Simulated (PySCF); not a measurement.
**NaF (SMILES [F][Na]) at QCISD(T)/STO-6G**

What is the energy change on altering one bond length of NaF at QCISD(T)/STO-6G? Input form: a Python script.

The calculation is run with PySCF 2.14.0.

7 further runs of the same task are left out: 7 set aside as unsound or not needed.

## 1. The structure to begin with

The species is NaF (2 atoms), meant as a singlet with charge 0. As SMILES, `[F][Na]`. The shape is that of a PBE0-D4/def2-TZVP optimisation.

Bond lengths: F1–Na2 1.922 Å.

## 2. The energy at QCISD(T)/STO-6G

start.xyz

```xyz
2

F     -0.804100     0.240100    -0.422400
Na     0.833600    -0.300300     0.426500
```

calc.py

```python
# [F][Na]
from pyscf import gto, scf, cc

mol = gto.M(
    atom='start.xyz',
    basis='sto-6g',
    verbose=3,
    max_memory=1860,
)

mf = scf.RHF(mol)
mf.conv_tol = 1e-10
mf.kernel()
if not mf.converged:
    mf = mf.newton().run(mf.mo_coeff, mf.mo_occ)

mycc = cc.QCISD(mf, frozen=2)
mycc.kernel()
e_t = mycc.qcisd_t()
energy = mycc.e_tot + e_t
print('E(%s) = %.9f' % ('QCISD(T)', energy))
```

The run is started by

```
$ OMP_NUM_THREADS=1 python calc.py
```

The program printed:

```text
converged SCF energy = -260.121323049066
E(QCISD) = -260.1788021684856  E_corr = -0.05747911941976015
QCISD(T) correction = -0.00291832479726446
E(QCISD(T)) = -260.181720493
```

Run time: 0.93 s. Hardware: 1 thread of Intel Xeon Platinum 8259CL at 2.50GHz (Skylake/Cascade Lake), shared host; peak memory 0.1 GiB.

## 3. The distorted shape, same level

job.py

```python
from pyscf import gto, scf, cc

mol = gto.M(
    atom='''
F     -3.066850     0.964301    -1.600273
Na     1.575276    -0.567485     0.805968
''',
    unit='bohr',
    charge=0,
    verbose=3,
    max_memory=1860,
    basis='sto-6g',
)

mf = scf.RHF(mol)
mf.conv_tol = 1e-10
mf.kernel()
if not mf.converged:
    mf = mf.newton().run(mf.mo_coeff, mf.mo_occ)

mycc = cc.QCISD(mf, frozen=2)
mycc.kernel()
e_t = mycc.qcisd_t()
e_tot = mycc.e_tot + e_t
print('E(%s) = %.9f' % ('QCISD(T)', e_tot))
```

The run is started by

```
$ OMP_NUM_THREADS=1 python job.py
```

The program printed:

```text
converged SCF energy = -259.933428424275
E(QCISD) = -260.0068430352385  E_corr = -0.07341461096393699
QCISD(T) correction = -0.00623975874654324
E(QCISD(T)) = -260.013082794
```

Run time: 1.1 s. Hardware: 1 thread of Intel Xeon Platinum 8259CL at 2.50GHz (Skylake/Cascade Lake), shared host; peak memory 0.1 GiB.

## 4. What came out

Level: QCISD(T)/STO-6G, 2 core orbitals frozen.

| quantity | value |
| --- | --- |
| first shape: total energy | -260.18172 Eh |
| first shape: dipole moment (Hartree–Fock density) | 7.01 D |
| first shape: HOMO energy (Hartree–Fock orbitals) | -2.81 eV |
| first shape: LUMO energy (Hartree–Fock orbitals) | 12.22 eV |
| first shape: HOMO–LUMO gap (Hartree–Fock orbitals) | 15.03 eV |
| first shape: correlation energy (2 core orbitals frozen) | -60.4 mEh |
| first shape: (T) correction | -2.92 mEh |
| first shape: T1 diagnostic | 0.014 |
| distorted shape: total energy | -260.01308 Eh |
| distorted shape: dipole moment (Hartree–Fock density) | 11.29 D |
| distorted shape: correlation energy (2 core orbitals frozen) | -79.7 mEh |
| distorted shape: (T) correction | -6.24 mEh |
| distorted shape: T1 diagnostic | 0.098 |
| energy change with the F1–Na2 bond stretched from 1.922 to 2.883 Å | 4.589 eV |

With the F1–Na2 bond stretched from 1.922 to 2.883 Å the energy rises by 4.59 eV (443 kJ/mol). The first shape isn't relaxed at this level, so the change isn't measured from a minimum. The minimal basis adds a large error of its own. The triples (first shape) make up 4.8 % of the correlation energy. The T1 diagnostic (distorted shape) of 0.098 is above the customary mark for such species, so a single reference may not serve. The triples (distorted shape) make up 7.8 % of the correlation energy.
